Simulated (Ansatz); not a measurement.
System (SMILES): FF (F2).
Atoms: F1, F2. Bonds: F1-F2.

How fast the highest harmonic wavenumber converges with the basis for several methods (Ansatz, a program for electronic structure): deviation from each method's own reference, in cm⁻¹. References: B3LYP 1047 cm⁻¹, the value in def2-QZVPPD; CCSD(T) 920 cm⁻¹, the value in def2-QZVPPD; HF 1266 cm⁻¹, the value in def2-QZVPPD; MP2 1005 cm⁻¹, the value in def2-QZVPPD; PBE 995 cm⁻¹, the value in def2-QZVPPD. All functions are spherical. In correlated methods cores are frozen. A restricted Hartree-Fock determinant is unstable towards unrestricted orbitals. No added dispersion term, no relativity. Each level at its own minimum, unscaled; the references are large sets that could be run, not limits.

| basis | functions | B3LYP | CCSD(T) | HF | MP2 | PBE |
|---|---|---|---|---|---|---|
| STO-3G | 10 | 360 | (withheld) | 411 | 459 | 343 |
| def2-TZVPP | 62 | 2 | (withheld) | 2 | 4 | 3 |
| jun-cc-pV(T+d)Z | 78 | 5 | (withheld) | 6 | 1 | 5 |
| 6-311++G(3df,3pd) | 78 | -5 | (withheld) | 0 | -16 | -8 |
| cc-pCVTZ | 86 | 9 | (withheld) | 4 | 15 | 11 |
| cc-pVQZ | 110 | 0 | (withheld) | -2 | 2 | 1 |
| def2-QZVPP | 114 | -1 | (withheld) | -2 | 0 | -1 |
| pcseg-3 | 120 | 1 | (withheld) | 0 | 5 | 1 |

Task: What belongs in the gaps?

Result: 
- STO-3G, CCSD(T): 288
- def2-TZVPP, CCSD(T): -4
- jun-cc-pV(T+d)Z, CCSD(T): -3
- 6-311++G(3df,3pd), CCSD(T): -26
- cc-pCVTZ, CCSD(T): 4
- cc-pVQZ, CCSD(T): 2
- def2-QZVPP, CCSD(T): -1
- pcseg-3, CCSD(T): 8

Mean absolute deviation over def2-TZVPP, jun-cc-pV(T+d)Z, 6-311++G(3df,3pd), cc-pCVTZ: HF 3, B3LYP 5, PBE 7, MP2 9, CCSD(T) 9 cm⁻¹.
